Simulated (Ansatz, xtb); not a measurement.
Relaxing a trial structure of CH3BF+

The starting geometry of this gas-phase singlet was built from a drawn formula by distance geometry and a force field; its bonds are those of `[CH2+]BF`.

```xyz
6

C    -3.0229    0.0014    0.2283
B    -2.4287   -1.3987    0.7176
F    -1.8272   -2.2922   -0.2438
H    -3.0745    0.1865   -0.8582
H    -3.5048    0.6837    0.9363
H    -2.3821   -1.6141    1.8278
```

Where would you expect an optimisation with r2SCAN-D4/def2-SVP to take it?

It rearranges to `C[B+]F`. Distances that change by over a tenth: B2–F3 (1.44 → 1.23 Å). Contacts that open: B2–H6 (1.13 → 2.12 Å). Contacts that close: C1–H6 (2.36 → 1.11 Å).

The energy falls by 3.90 eV over 21 steps:

| step | E − E(last) (eV) |
| --- | --- |
| 1 | 3.901 |
| 3 | 3.420 |
| 5 | 3.250 |
| 8 | 3.040 |
| 10 | 2.823 |
| 12 | 2.547 |
| 14 | 1.876 |
| 17 | 0.428 |
| 19 | 0.006 |
| 21 | 0.000 |

Final geometry (Å):

```yaml
atoms:
  - { symbol: C, position_ang: [-3.0970, -0.4287, 0.5404] }
  - { symbol: B, position_ang: [-1.9666, -1.3266, 0.2337] }
  - { symbol: F, position_ang: [-1.0225, -2.0768, -0.0222] }
  - { symbol: H, position_ang: [-3.7617, -0.3456, -0.3416] }
  - { symbol: H, position_ang: [-2.7168, 0.5776, 0.8040] }
  - { symbol: H, position_ang: [-3.6756, -0.8331, 1.3938] }
```

From the same start GFN2-xTB reaches the same bonding as this run.

No frequencies were run, so the end isn't proven a minimum. Run with Ansatz 0.2.0, 9.9 s on 2 threads of Intel(R) Xeon(R) 6975P-C (Granite Rapids) (shared host).
